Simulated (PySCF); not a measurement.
**The first ionisation energy along group 14**

All values are computed (PySCF 2.14, energy differences of UHF-based or UKS calculations, no spin-orbit coupling). Values in eV. The last column holds reference values (NIST; (s) semi-empirical, (t) theoretical, else measured). Unmarked ones compare directly (S terms, centres of terms, or small fine structure); those marked * lie between the lowest fine-structure levels and include a spin-orbit shift.

| element | configurations | MP2 (valence) | CCSD (valence) | PBE | PBE0 | r2SCAN | SCS-MP2 (valence and next inner shell) | reference |
| --- | --- | --- | --- | --- | --- | --- | --- | --- |
| C (x2c-TZVPPall with one added diffuse shell each of s, p, d type, spin-free X2C) | [He] 2s2 2p2 → [He] 2s2 2p1 | 11.242 | 11.147 | 11.535 | 11.510 | 11.664 | 11.121 | 11.262 |
| Si (x2c-TZVPPall with one added diffuse shell each of s, p, d type, spin-free X2C) | [Ne] 3s2 3p2 → [Ne] 3s2 3p1 | 8.031 | 8.061 | 8.189 | 8.208 | 8.312 | 7.938 | 8.157 |
| Sn (x2c-TZVPPall with one added diffuse shell each of s, p, d, f type, spin-free X2C) | [Kr] 4d10 5s2 5p2 → [Kr] 4d10 5s2 5p1 | 7.156 | 7.187 | 7.271 | 7.316 | 7.416 | 7.154 | 7.389 |
| Pb (x2c-TZVPPall with one added diffuse shell each of s, p, d, f type, spin-free X2C) | [Xe] 4f14 5d10 6s2 6p2 → [Xe] 4f14 5d10 6s2 6p1 | 6.850 | 6.885 | 7.006 | 7.044 | 7.123 | 6.849 | 7.417 * |

Fill in the row of Ge (x2c-TZVPPall with one added diffuse shell each of s, p, d type, spin-free X2C) ([Ar] 3d10 4s2 4p2 → [Ar] 3d10 4s2 4p1).

MP2 (valence) 7.748; CCSD (valence) 7.776; PBE 7.885; PBE0 7.915; r2SCAN 8.045; SCS-MP2 (valence and next inner shell) 7.731; reference 7.925 (eV).

For Pb a determinant mixes LS terms or the coupling is close to jj, so these rows are model values.

"Valence" correlates the outer s and p shells and, in groups 3 to 12 and the f block, the outer d or f shell, open or full, or the next shell where the ion has no valence electron left; the wider scheme adds the next inner shell.
